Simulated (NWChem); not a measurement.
Basis-set dependence for Si (+1)

```
Si
```
Charge +1, spin multiplicity 2.

The numbers come from NWChem runs, not from measurements.

Hartree-Fock energies in Ha, correlation energies in mHa.

The correlated methods keep 5 core orbitals frozen. No SCF solution was tested for a lower state. Open-shell Hartree-Fock references start from PBE0 orbitals. Coupled-cluster values serve here as a point of comparison, not as the truth.

| basis | functions | UHF | UMP2 | SCS-UMP2 | CCSD on ROHF | CCSD[T] on ROHF | CCSD(T) on ROHF | CCSD on UHF | CCSD[T] on UHF | CCSD(T) on UHF | CCSDT on ROHF | URI-MP2 |
|---|---|---|---|---|---|---|---|---|---|---|---|---|
| 3-21G | 13 | -287.06211 | -18.6 | -22.0 | -31.2 | -31.3 | -31.3 | -31.2 | -31.3 | -31.3 | -31.3 | not run |
| cc-pVDZ | 18 | -288.56919 | -34.8 | -39.8 | -57.2 | -58.0 | -58.0 | -53.2 | -53.8 | -53.8 | -58.3 | -34.8 |
| cc-pVTZ | 34 | -288.57563 | -41.3 | -47.2 | -63.0 | -64.3 | -64.4 | -58.5 | -59.6 | -59.6 | -64.7 | -41.3 |
| cc-pVQZ | 59 | -288.57775 | -43.8 | -50.1 | -64.5 | -65.9 | -65.9 | -59.8 | -61.1 | -61.0 | not run | -43.8 |

From cc-pVTZ to cc-pVQZ the Hartree-Fock energy moves by -2.1 mHa and the UMP2 correlation energy by -2.5 mHa, which is 6 % of its value in the larger set.
